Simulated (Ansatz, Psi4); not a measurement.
Gas-phase reaction in SMILES: ClCl → ClCl as doublet, charge +1 + e-

Wanted: adiabatic ionisation energy (0 K, with zero-point energies), in eV. Terms: LANL2DZ with its own core potentials from Na on; 6-31G* and kin with 6d, 5d where marked; spin-orbit terms left out; non-relativistic; open shells spin-unrestricted. Ab initio and DFT rows: single points at B3LYP-D3(BJ) geometries (Ansatz, a quantum-chemistry and plane-wave program), with unscaled harmonic terms from B3LYP/6-31G* at its own minima.

Measured values: CCCBDB table in ASE; they hold spin-orbit and core effects. 

Value to compare with, the measured value: 11.48 eV.

```csv
level,program,"adiabatic ionisation energy (0 K, with zero-point energies) (eV)",error
HF/6-31G*,Ansatz,11.20,-0.28
B3LYP/LANL2DZ,Ansatz,12.45,0.97
B3LYP/6-31G*,Ansatz,11.53,0.05
B3LYP/6-31+G*,Ansatz,11.56,0.08
B3LYP/def2-SVP,Ansatz,11.44,-0.04
PBE0/6-31G*,Ansatz,11.53,0.05
wB97X-D/6-31G*,Psi4,11.63,0.15
r2SCAN-D4/def2-TZVPD,Ansatz + dftd4,11.26,-0.22
B3LYP/def2-TZVPD,Ansatz,11.37,-0.11
```

Among the 7 habitual levels, B3LYP/LANL2DZ lies farthest from the measured value (0.97 eV); 5 of 7 lie above it, and their mean absolute error is 0.23 eV, the median 0.08. One case shows no general order.

The levels are drawn from those run, B3LYP/6-31G* more often than the rest, none by its result; runs whose electronic state is in doubt are left out.
